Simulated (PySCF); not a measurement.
Species: `CC(=S)CF`. The columns A, B, C and D hold Mulliken, IAO, Hirshfeld and ESP-fitted charges (e) of one PBE0/pcSseg-1 density (PySCF), in a shuffled order. Coordinates in Å (GFN2-xTB); the density's dipole moment is (-0.22, -1.06, -0.08) D.

| atom | x | y | z | A | B | C | D |
| --- | --- | --- | --- | --- | --- | --- | --- |
| C1 | -1.256 | 0.052 | -0.300 | -0.436 | -0.148 | -0.257 | -0.123 |
| C2 | 0.079 | 0.605 | 0.031 | -0.032 | -0.453 | +0.207 | +0.055 |
| S3 | 0.386 | 2.194 | 0.142 | -0.087 | -0.047 | -0.263 | -0.122 |
| C4 | 1.188 | -0.374 | 0.272 | +0.021 | +0.262 | +0.081 | +0.021 |
| F5 | 0.775 | -1.674 | 0.146 | -0.325 | -0.331 | -0.218 | -0.108 |
| H6 | -1.186 | -0.567 | -1.196 | +0.173 | +0.146 | +0.119 | +0.058 |
| H7 | -1.594 | -0.602 | 0.504 | +0.174 | +0.146 | +0.119 | +0.058 |
| H8 | -1.975 | 0.850 | -0.457 | +0.168 | +0.139 | +0.070 | +0.048 |
| H9 | 2.001 | -0.221 | -0.449 | +0.171 | +0.143 | +0.071 | +0.057 |
| H10 | 1.592 | -0.258 | 1.285 | +0.171 | +0.143 | +0.072 | +0.057 |

**Question.** Which column most likely holds the ESP-fitted charges?

**Answer.** C. Σ q r misses the density's dipole by 0.12 D (C), 0.53 D (D), 0.88 D (B), 1.94 D (A). Charges fitted to the outside potential are the only set here that is tied to the molecule's multipoles.

**Question.** And the Hirshfeld charges?

**Answer.** D. The mean sizes are 0.071 e (D), 0.148 e (C), 0.176 e (A), 0.196 e (B), and Hirshfeld charges are commonly the smallest of these schemes.

As computed, A = IAO, B = Mulliken, C = ESP-fitted, D = Hirshfeld. Hydrogens on carbon: IAO +0.17 to +0.17, Mulliken +0.14 to +0.15, ESP-fitted +0.07 to +0.12, Hirshfeld +0.05 to +0.06 e.

The Hirshfeld scheme weights the molecular density at each point by an atom's share of the summed free-atom densities. The ESP scheme is a least-squares fit of atom-centred charges to the potential on four shells outside the van der Waals surface, with the total charge fixed.

One conformer (not necessarily the lowest) at the GFN2-xTB geometry, without solvent, vibrations or thermal averaging.

The run behind these numbers computed NMR shieldings as well. The run took 15 s of wall time on one thread, Arm Neoverse N1 (aarch64), shared host, and the process peaked at 0.52 GiB of memory.

Conformer computed: `[CH3:1][C:2](=[S:3])[CH2:4][F:5]`: C1–C2–C4–F5 0°.
